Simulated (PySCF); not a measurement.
Species: C₃H₃O₃ (charge -1).
Z-matrix (Å and degrees, PBE0-D3(BJ)/def2-SVP geometry), rows numbered from 1:
```
C 
C   1  1.3871
O   2  1.2512  1  130.33
C   2  1.5406  1  114.65  3  -179.67
O   4  1.2107  2  125.32  1   178.53
O   4  1.3663  2  116.59  1    -1.66
H   1  1.0900  2  122.20  3  -179.60
H   1  1.0951  2  118.71  3    -0.25
H   6  0.9689  4  102.59  2   179.91
```

The closed-shell ground state was solved at several levels (PySCF, density fitting, gas phase, non-relativistic). The geometry's basis has no diffuse functions, a weakness for an anion. Where the HOMO energy is positive, the finite basis confines the outermost electrons. No diffuse functions stand in pcJ-1, pcSseg-1 and pcSseg-2, which bears on an anion's orbital energies.

```csv
level,basis functions,HOMO (eV),LUMO (eV),gap (eV)
B3LYP/pcJ-1,192,0.18,4.20,4.02
PBE0/pcSseg-1,117,-0.05,4.40,4.45
HF/pcSseg-2,258,-2.79,6.17,8.96
```

Question: Estimate the row for wB97X-D/def2-SVPD, a basis of 153 functions; the other rows only guide the guess.

Answer: HOMO -2.22 eV, LUMO 5.44 eV, gap 7.66 eV.

Question: Over all these levels, which gives the widest orbital gap and which the narrowest?

Answer: HF/pcSseg-2 (Hartree–Fock, all exact exchange) has the widest, 8.96 eV, and B3LYP/pcJ-1 (global hybrid, 20 % exact exchange) the narrowest, 4.02 eV. Functional and basis both differ between the two, so the spread mixes both effects.

One conformer stands for the species.
